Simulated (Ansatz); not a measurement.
# Worked example: building the atomization energy of H2O2, singlet

Measured: the G2/97 heats of formation, with zero-point and thermal terms from B3LYP taken off, give an electronic atomization energy of 268.7 kcal/mol (Curtiss et al., J. Chem. Phys. 106, 1063 (1997); Staroverov et al., J. Chem. Phys. 119, 12129 (2003)). The calculation below tries to reproduce it.

Geometry (MP2(full)/6-31G*, from the G2/97 set):

```xyz
4

O     0.0000    0.7341   -0.0281
O     0.0000   -0.7341   -0.0281
H     0.8395    0.8808    0.4466
H    -0.8395   -0.8808    0.4466
```

Atomization energies (atoms less molecule, kcal/mol) from Ansatz 0.2.0, frozen cores, restricted molecule, unrestricted atoms (their steps beyond CCSDT(Q) from restricted open-shell runs), sets cc-pVDZ, cc-pVTZ, cc-pVQZ:

```
   level      DZ      TZ      QZ
      HF  124.79  131.77  132.30
 CCSD(T)  235.64  257.73  264.00
   CCSDT  235.67  257.33  263.49
CCSDT(Q)  236.52  258.14  264.36
  CCSDTQ  236.42       –       –
```

Task: Extrapolate Hartree–Fock with exp(−5.46 √X) and the CCSD(T) correlation part with X⁻³ (X = 3, 4), add each higher step from the largest set that has it, and compare with the measured value.

Result: Hartree–Fock: 132.30 + (132.30 − 131.77) × 0.301 = 132.46.
Correlation: TZ 125.96, QZ 131.70; (64 × 131.70 − 27 × 125.96) / 37 = 135.89.
Full triples (QZ): 263.49 − 264.00 = -0.51.
(Q) (QZ): 264.36 − 263.49 = 0.87.
Full quadruples (DZ): 236.42 − 236.52 = -0.10.
Sum: 268.6 kcal/mol, 0.1 below the measured 268.7.

The steps beyond CCSD(T) add 0.26 kcal/mol, while going from QZ to the limit adds 4.35. Core correlation, scalar relativity, spin–orbit terms and the relaxation from this MP2 geometry are missing from the sum, and the measured value has its own uncertainty.
